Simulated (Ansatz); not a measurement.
C3H5N, SMILES `CN1C=C1`. The species carries charge 0 and has multiplicity 1. The structure was optimised at the PBE0-D4/def2-TZVP level.

```xyz
9

C    -0.913   -0.675    0.295
N     0.119    0.278    0.698
C     1.342    0.226   -0.147
C     0.549    1.190   -0.396
H    -0.879   -0.919   -0.777
H    -1.896   -0.258    0.531
H    -0.792   -1.597    0.871
H     2.245   -0.351   -0.221
H     0.225    2.107   -0.853
```

Question: What is the dipole moment at r2SCAN/def2-TZVPP? (Best estimate.)

Answer: The calculation gave: 1.51 D, with components (0.35, -0.09, -1.46) D in this frame, pointing from negative to positive charge.

Question: And with PBE, B3LYP, ωB97M-V? (An estimate is asked.)

Answer: Computed: PBE 1.46 D, B3LYP 1.55 D, ωB97M-V 1.59 D.

Question: Give the Mulliken charges with r2SCAN, B3LYP, ωB97M-V in def2-TZVPP. (Estimate.)

Answer: Computed: 
```csv
atom,r2SCAN,B3LYP,ωB97M-V
C1,0.00,-0.13,-0.21
N2,-0.29,-0.30,-0.29
C3,-0.09,-0.11,-0.10
C4,-0.09,-0.11,-0.10
H5,0.01,0.05,0.08
H6,0.05,0.09,0.11
H7,0.05,0.09,0.11
H8,0.18,0.21,0.20
H9,0.18,0.21,0.20
```

B3LYP here is the variant with VWN-RPA as its local correlation; programs differ in this.
